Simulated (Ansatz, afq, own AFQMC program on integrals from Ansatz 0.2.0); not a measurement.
## Where AFQMC and coupled cluster stand for GeH3, doublet

| atom | x (Å) | y (Å) | z (Å) |
| --- | --- | --- | --- |
| Ge | 0.0244 | -0.0411 | -0.0340 |
| H | 1.4894 | -0.0242 | 0.4374 |
| H | -2.5546 | 4.3051 | 1.5760 |
| H | -0.6948 | -1.3189 | 0.4336 |

Basis 6-31G. Noble-gas cores (and the filled d shells of Ga–Kr and In–Xe) are frozen. Integrals, coupled cluster, full CI and functionals: Ansatz 0.2.0; the random walks run on the same integrals in our own AFQMC program. The CISD trial takes its coefficients from CCSD amplitudes. Released means that phaseless walkers are propagated on without the constraint, phases kept. ± is one standard error of the sampling. No spin–orbit coupling.

Determinant: UHF, the one that the program's search chose, which needn't be the lowest solution. The geometry is a point of a scan.

Full CI on the same integrals is exact in this basis and with this determinant's frozen core.

Cautions: no relativity below Rb; no spin-orbit coupling; inner d shell frozen; an unrestricted solution with more broken spin lies lower (102 meV, ⟨S²⟩ 1.19), while this determinant keeps restricted orbitals.

- T1 diagnostic: 0.0099
- weight of the determinant in the CISD state: 0.937
- ⟨S²⟩ of the determinant: 0.750
- size of the correlated space: 7 electrons in 21 orbitals

Reference: full CI, correlation energy -1.753 eV. The released energy is read at 2.40 1/Eh (meV from the phaseless value at times in 1/Eh: -0.4 ± 0.6 at 0.24, -1.4 ± 0.6 at 0.51, -1.4 ± 0.6 at 0.99, -2.3 ± 0.5 at 1.62, -2.9 ± 0.7 at 2.40).

| level | E − E(reference) (meV) | share of correlation (%) |
| --- | --- | --- |
| HF | 1753.4 | 0.00 |
| MP2 | 541.2 | 69.13 |
| CCSD | 25.3 | 98.56 |
| CCSD(T) | 7.3 | 99.58 |
| CCSDT | 1.6 | 99.91 |
| CCSDT(Q) | 0.5 | 99.97 |
| CCSDTQ | 0.0 | 100.00 |
| ph-AFQMC/CISD | 1.9 ± 0.6 | 99.89 |
| released AFQMC | -1.0 ± 0.7 | 100.06 |

CCSDT and higher add their correlation energy to the determinant of the CCSD(T) run, since their own runs factorise the integrals more tightly (a shift of under 2 meV). A walk keeps the symmetry of its determinant, which the program's search chose and which needn't be the lowest solution, so a lower state of the same spin and another symmetry isn't excluded. Released energies are given only where the last usable release times agree within the noise; a slower fall can still hide under it.
